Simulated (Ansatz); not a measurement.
**AlH3 (SMILES [AlH3]) at BLYP/def2-TZVPPD**

What is the vertical electron affinity of AlH3 at BLYP/def2-TZVPPD? 

The results are computed with Ansatz 0.2.0.

35 further runs of the same task are left out: 1 that didn't finish, 34 set aside as unsound or not needed.

## (1) The structure to begin with

AlH3: 4 atoms, total charge 0, spin state singlet. SMILES: `[AlH3]`. The coordinates come from a PBE0-D4/def2-TZVP relaxation.

Bond lengths: Al1–H2 1.586 Å, Al1–H3 1.586 Å, Al1–H4 1.586 Å. Angles: H2–Al1–H3 120.0°, H2–Al1–H4 120.0°, H3–Al1–H4 120.0°.

## (2) A single-point energy at BLYP/def2-TZVPPD

File in.yaml:

```yaml
crystal:
  periodic: [false, false, false]
  atoms:
    - symbol: Al
      position_ang: [0.013700, -0.014800, -0.005100]
    - symbol: H
      position_ang: [0.633200, 0.670900, 1.283600]
    - symbol: H
      position_ang: [-1.340800, -0.832000, 0.105100]
    - symbol: H
      position_ang: [0.749400, 0.115700, -1.403900]
basis:
  gaussian:
    orbitals: def2-TZVPPD.json
hamiltonian:
  xc: {name: BLYP}
accuracy: high
output: {orbitals: {seedname: orbitals}}
```

The basis set def2-TZVPPD is read from a file made from the Basis Set Exchange's data (not shown).

The run is started by

```console
$ ansatz run in.yaml --threads 1 --pin off --max-ram 3480MiB --events-out events.jsonl --progress --plain --runs-dir runs
```

What it wrote:

```text
Warning: RAYON_NUM_THREADS=1 ignored (pool sized by the plan → 1); use --threads N
Functional definition: BLYP
  name "BLYP"
  parameter beta = 0.0042
  parameter a = 0.04918
  parameter b = 0.132
  parameter c = 0.2533
  parameter d = 0.349
  exchange = b88_x(beta = beta)
  correlation = lyp_c(a = a, b = b, c = c, d = d)
1496 factors; integrals over basis functions are off by at most 3.3e-9 eV
mean field evaluation 1: about -6643.7291 eV, gradient 1.8e1 eV
mean field evaluation 2: about -6644.6734 eV, gradient 9.1e0 eV
mean field evaluation 4: about -6645.0186 eV, gradient 1.3e-1 eV
mean field evaluation 8: about -6645.0170 eV, gradient 2.5e-3 eV
mean field -6645.01704901 eV, -244.1998723968 hartree, gradient 9.9e-8 eV, S^2 0.000000; 0 other end points of the search recorded, 0 dependent functions left out
reference -6645.01709419 eV, -244.1998740571 hartree; 8, 8 occupied and 91, 91 virtual orbitals, 1496 factors
Total energy: -6645.01709419 eV, -244.1998740571 hartree
```

It took 3.6 s on 1 thread of Arm Neoverse V1, shared host; peak memory 0.18 GiB.

## (3) The doublet anion

File input.yaml:

```yaml
crystal:
  periodic: [false, false, false]
  atoms:
    - {symbol: Al, position_ang: [0.013700, -0.014800, -0.005100]}
    - {symbol: H, position_ang: [0.633200, 0.670900, 1.283600]}
    - {symbol: H, position_ang: [-1.340800, -0.832000, 0.105100]}
    - {symbol: H, position_ang: [0.749400, 0.115700, -1.403900]}
basis:
  gaussian:
    orbitals: def2-TZVPPD.json
total_charge: -1
magnetization:
  spin_polarized: true
  initial_magnetization: 1
hamiltonian:
  xc: {name: BLYP}
accuracy: high
output:
  orbitals: {seedname: orbitals}
```

The basis set def2-TZVPPD is read from a file made from the Basis Set Exchange's data (not shown).

The run is started by

```console
$ ansatz run input.yaml --threads 1 --pin off --max-ram 3480MiB --events-out events.jsonl --progress --plain --runs-dir runs
```

What it wrote (excerpt; [...] marks lines left out):

```text
Warning: RAYON_NUM_THREADS=1 ignored (pool sized by the plan → 1); use --threads N
[... 9 set-up lines as earlier in the session ...]
1496 factors; integrals over basis functions are off by at most 3.3e-9 eV
mean field evaluation 1: about -6644.2065 eV, gradient 1.0e1 eV
mean field evaluation 2: about -6644.6744 eV, gradient 6.9e0 eV
mean field evaluation 4: about -6644.9765 eV, gradient 1.7e-1 eV
mean field evaluation 8: about -6644.9757 eV, gradient 1.2e-3 eV
mean field evaluation 16: about -6644.9757 eV, gradient 3.2e-7 eV
mean field -6644.97573112 eV, -244.1983539925 hartree, gradient 9.0e-9 eV, S^2 0.752843; 1 other end points of the search recorded, 0 dependent functions left out
reference -6644.97577328 eV, -244.1983555415 hartree; 9, 8 occupied and 90, 91 virtual orbitals, 1496 factors
Total energy: -6644.97577328 eV, -244.1983555415 hartree
```

Run time: 6.9 s. Hardware: 1 thread of Arm Neoverse V1, shared host; peak memory 0.22 GiB.

## (4) Summary of results

Level: BLYP/def2-TZVPPD.

| quantity | value |
| --- | --- |
| singlet AlH3: total energy | -244.19987 Eh |
| singlet AlH3: HOMO energy | -7.23 eV |
| singlet AlH3: LUMO energy | -2.45 eV |
| singlet AlH3: HOMO–LUMO gap | 4.77 eV |
| doublet anion: total energy | -244.19836 Eh |
| doublet anion: HOMO energy (highest over α and β) | 2.61 eV |
| doublet anion: LUMO energy (lowest over α and β) | 3.54 eV |
| doublet anion: ⟨S²⟩ | 0.753 |
| vertical electron affinity (to the doublet anion) | -0.041 eV |

The anion lies 0.04 eV (4.0 kJ/mol) above the neutral: the electron isn't bound at this level, and such a value depends on the basis. The HOMO (doublet anion) lies at positive energy, 2.61 eV, as semi-local functionals often give for anions; only total energies tell whether the electron is bound.
